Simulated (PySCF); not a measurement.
# Carbon: a sound run and one with changed settings

Sound run: C [He] 2s2 2p2, C⁺ [He] 2s2 2p1. All numbers are calculated (PySCF 2.14, no relativity, point nucleus, in pcseg-2 (4s3p2d1f, 30 functions)). In the sound run the correlated levels freeze 1s2. The sound run starts from symmetry-adapted Hartree-Fock orbitals and uses a fine grid where one is needed.

Changed run: basis STO-3G. This setting is unsound on purpose.

```json
{"species": "C", "method": "UHF", "sound run (hartree)": "-37.68907", "changed run (hartree)": "-37.19839", "converged": "yes"}
{"species": "C", "method": "PBE", "sound run (hartree)": "-37.79598", "changed run (hartree)": "-37.28682", "converged": "yes"}
{"species": "C", "method": "M06-L", "sound run (hartree)": "-37.84567", "changed run (hartree)": "-37.33238", "converged": "yes"}
{"species": "C", "method": "MP2", "sound run (hartree)": "-37.75344", "changed run (hartree)": "-37.20823", "converged": "yes"}
{"species": "C", "method": "CCSD(T)", "sound run (hartree)": "-37.77503", "changed run (hartree)": "-37.21862", "converged": "yes"}
{"species": "C⁺", "method": "UHF", "sound run (hartree)": "-37.29263", "changed run (hartree)": "-36.87037", "converged": "yes"}
{"species": "C⁺", "method": "PBE", "sound run (hartree)": "-37.37140", "changed run (hartree)": "-36.93592", "converged": "yes"}
{"species": "C⁺", "method": "M06-L", "sound run (hartree)": "-37.42646", "changed run (hartree)": "-36.98167", "converged": "yes"}
{"species": "C⁺", "method": "MP2", "sound run (hartree)": "-37.34159", "changed run (hartree)": "-36.89090", "converged": "yes"}
{"species": "C⁺", "method": "CCSD(T)", "sound run (hartree)": "-37.36624", "changed run (hartree)": "-36.91145", "converged": "yes"}
```

Ionisation energy of C:

| method | sound run (eV) | changed run (eV) |
| --- | --- | --- |
| UHF | 10.788 | 8.926 |
| PBE | 11.553 | 9.548 |
| M06-L | 11.407 | 9.543 |
| MP2 | 11.207 | 8.635 |
| SCS-MP2 | 11.081 | 8.577 |
| CCSD | 11.103 | 8.359 |
| CCSD(T) | 11.124 | 8.359 |

A minimal basis cannot let orbitals breathe on ionisation and holds almost no correlation.

For comparison, NIST gives 11.260 eV between the lowest levels.
